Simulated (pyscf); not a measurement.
A first-order saddle from PySCF, ωB97X-D3(BJ)/def2-SVP:

```
O
Si 1 1.6200
F 2 1.6267 1 104.44
Si 1 1.6846 2 139.14 3 157.92
H 2 1.4652 1 123.53 4 -83.80
H 4 1.4843 1 106.48 2 177.00
H 4 1.4852 6 110.50 1 -118.62
H 4 1.4866 6 110.19 7 -122.60
H 2 1.6757 5 118.50 3 93.75
C 9 1.2582 2 111.44 5 61.47
F 10 1.3226 9 102.89 2 -89.49
F 10 1.5668 9 93.54 2 11.76
```
Charge 0, spin multiplicity 1.

Surface: singlet, charge 0. Lowest wavenumbers (cm⁻¹): 234i, 52, 76, 102, 122.

Name the species on either side of this saddle.

F–SiH₂–O–SiH₃ (SMILES F[SiH2]O[SiH3]) + F–C:–F (SMILES F[C]F) [singlet] ⇌ F–SiH(F)–O–SiH₃ (SMILES F[SiH](F)O[SiH3]) + :HC–F (SMILES [CH]F) [singlet], a four-centre exchange read from left to right: H–Si, C–F broken and F–Si, C–H formed. At ωB97M-D3(BJ)/def2-TZVP it lies +1.09 eV from the left side and +1.87 eV from the right (each side as separated species at their lowest minima found). On the product side the descent ends in a complex (not fully relaxed), 0.24 eV under the separated species and 2.08 eV under the saddle at ωB97X-D3(BJ)/def2-TZVP. One saddle was located; it need not be the lowest between these sides. A restricted singlet here is unstable towards spin polarisation, as is usual where a triplet lies low; its energy is less safe.
